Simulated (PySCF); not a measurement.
Species: C5H11 (doublet state).
Atom-mapped SMILES: `[CH3:1][CH:2][CH:3]([CH3:4])[CH3:5]` (hydrogens: H6, H7, H8 on C1; H9 on C2; H10 on C3; H11, H12, H13 on C4; H14, H15, H16 on C5)

Cartesian coordinates in Å at the GFN2-xTB level; atoms count from 1:
```xyz
16
C5H11 angstrom
C      2.196    0.044   -0.015
C      0.843   -0.499   -0.257
C     -0.380    0.112    0.315
C     -1.037    1.069   -0.702
C     -1.394   -0.962    0.725
H      2.239    0.581    0.931
H      2.497    0.747   -0.805
H      2.942   -0.752   -0.008
H      0.722   -1.253   -1.017
H     -0.110    0.700    1.200
H     -1.317    0.525   -1.601
H     -1.930    1.520   -0.275
H     -0.344    1.861   -0.979
H     -2.295   -0.502    1.126
H     -1.670   -1.568   -0.135
H     -0.969   -1.614    1.484
```

The hyperfine couplings belong to this conformer and change with its torsions.

Computed, not measured: UKS B3LYP, pcH-1 on C H, non-relativistic, mean-field spin-orbit, GIAO in PySCF. Isolated species at its GFN2-xTB geometry (one conformer only). Couplings are sensitive to structure, and on GFN2-xTB geometries they can be far from those on DFT ones. No stability test was run, so a lower SCF solution isn't excluded.

Principal values of hyperfine tensors in MHz (contact and dipolar terms together), for some of the nuclei:

```csv
atom,isotope,A1,A2,A3
H7,1H,148.77,151.05,162.65
C2,13C,18.75,19.60,261.79
C4,13C,68.84,68.96,84.11
H8,1H,55.76,55.88,70.02
H9,1H,-98.68,-60.68,-21.32
C5,13C,32.77,32.89,41.26
C1,13C,-36.08,-33.71,-31.38
H12,1H,17.90,19.68,26.08
```

Question: Give the isotropic coupling of each nucleus in MHz and in mT (g = 2.0026), and the anisotropic part.

Answer: a_iso = (A1 + A2 + A3)/3, Ti = Ai − a_iso; 1 mT corresponds to 28.028 MHz.

```json
{"atom": "H7", "a_iso (MHz)": "154.16", "a_iso (mT)": "5.500", "T1": "-5.38", "T2": "-3.11", "T3": "8.49"}
{"atom": "C2", "a_iso (MHz)": "100.05", "a_iso (mT)": "3.569", "T1": "-81.30", "T2": "-80.44", "T3": "161.74"}
{"atom": "C4", "a_iso (MHz)": "73.97", "a_iso (mT)": "2.639", "T1": "-5.13", "T2": "-5.01", "T3": "10.14"}
{"atom": "H8", "a_iso (MHz)": "60.55", "a_iso (mT)": "2.160", "T1": "-4.79", "T2": "-4.67", "T3": "9.47"}
{"atom": "H9", "a_iso (MHz)": "-60.23", "a_iso (mT)": "-2.149", "T1": "-38.45", "T2": "-0.45", "T3": "38.91"}
{"atom": "C5", "a_iso (MHz)": "35.64", "a_iso (mT)": "1.272", "T1": "-2.87", "T2": "-2.75", "T3": "5.62"}
{"atom": "C1", "a_iso (MHz)": "-33.72", "a_iso (mT)": "-1.203", "T1": "-2.35", "T2": "0.01", "T3": "2.34"}
{"atom": "H12", "a_iso (MHz)": "21.22", "a_iso (mT)": "0.757", "T1": "-3.32", "T2": "-1.54", "T3": "4.86"}
```

Question: What spin density at the nucleus of C1 lies behind its contact coupling (g_N = 1.40482)?

Answer: a_FC = 800.24 MHz bohr³ × g_N × ρ(0)/(2S). With a_FC = -33.72 MHz and 2S = 1, ρ(0) = -0.03 bohr⁻³.

Question: C3 (13C, g_N = 1.40482) isn't in the table. Its spin density at the nucleus is -0.02649 bohr⁻³. What is its contact coupling?

Answer: By the same relation, a_FC = -29.8 MHz. Its full tensor has the principal values -31.82, -29.89, -27.64 MHz.

Question: Name the largest traceless tensor T of the table and describe it.

Answer: C2: -81.3, -80.4, 161.7 MHz, axial, in the ratio −1:−1:+2, the form that spin in one p orbital centred on that nucleus gives.

Question: What first-order splitting does H7 cause when the field lies along A1, A2 or A3 of its tensor (g taken as isotropic, no quadrupole term)?

Answer: 2 lines (I = 1/2), spaced by |A_i|/(g × 13.996): 5.31, 5.39, 5.80 mT along the axes of A1, A2 and A3.
